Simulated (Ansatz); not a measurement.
A made-up structure of CH$_{3}$OS (charge +1), closed shell:

```xyz
6
angstrom
O -1.2556 -0.7364 -0.9641
C -0.5868 -0.7615 -0.0291
S 0.3120 0.9767 0.5522
H -0.3226 -1.5391 0.6983
H 0.2693 1.5278 -0.6819
H -0.8964 -1.5809 -1.2783
```

It is relaxed with PBE-D4/def2-SVP and then PBE0-D4/def2-TZVP (Ansatz 0.2.0). Atoms count as bonded within 1.22 times the sum of their covalent radii (H–H: 0.88 Å). The end point is not checked to be a true minimum.

Problem. Does its bonding change? (Judge from chemistry; the calculation decides.)

Solution. Computed: No: no bond forms or breaks.

Where it ends: The first stage lowers the energy by 2.73 eV in 9 steps. It ends as CH₃OS ([OH][CH][SH]), total charge +1:
```
6
angstrom
O -0.8810 -0.7571 -1.1264
C -0.3683 -0.6034 0.0323
S 0.2978 0.8259 0.5422
H -0.3527 -1.4325 0.7428
H 0.0584 1.5037 -0.6058
H -1.2343 -1.6499 -1.2879
```

Labels in which every atom is bracketed show which atoms are joined, not bond orders.

For scale, one of the runs: PBE0-D4/def2-TZVP relaxation, 117 basis functions, launched by `ansatz run in.yaml --threads 2 --pin off --events-out ev --progress --plain --max-ram 4352MiB`. The run took about 9 s on 2 CPU threads of an Intel Xeon (shared host).
